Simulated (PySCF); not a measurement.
Zinc-blende GaAs: correlation energy from several methods in one and the same small orbital space (PySCF; 2 atoms at the zone centre, 8 electrons in 20 orbitals, empty ones MP2 natural orbitals of a TZ basis, lattice constant set to 5.4836 Å). Its volume lies 9 % below that of the crystal's usual cell. It tests the methods against each other and lies far from the crystal's limit.

Full CI gives -2.1556 eV per atom.

Task: What share of it do MP2, CCSD, CCSD(T), CCSDT, CCSDT(Q) recover?

Result: MP2 69.4 %; CCSD 97.3 %; CCSD(T) 99.1 %; CCSDT 99.7 %; CCSDT(Q) 99.9 %.

| method | E_corr (eV per atom) | share of full CI (%) | error (meV) |
|---|---|---|---|
| MP2 | -1.4952 | 69.4 | 660 |
| CCSD | -2.0966 | 97.3 | 59 |
| CCSD(T) | -2.1353 | 99.1 | 20 |
| CCSDT | -2.1487 | 99.7 | 7 |
| CCSDT(Q) | -2.1531 | 99.9 | 3 |
| full CI | -2.1556 | 100.0 | 0 |

The Hartree–Fock determinant has a weight of 0.87 in the full CI state.

MP2, (T) and (Q) use filled levels shifted down by the Madelung term, which in so small a cell is a large part of the gap, so these rows hang on it.
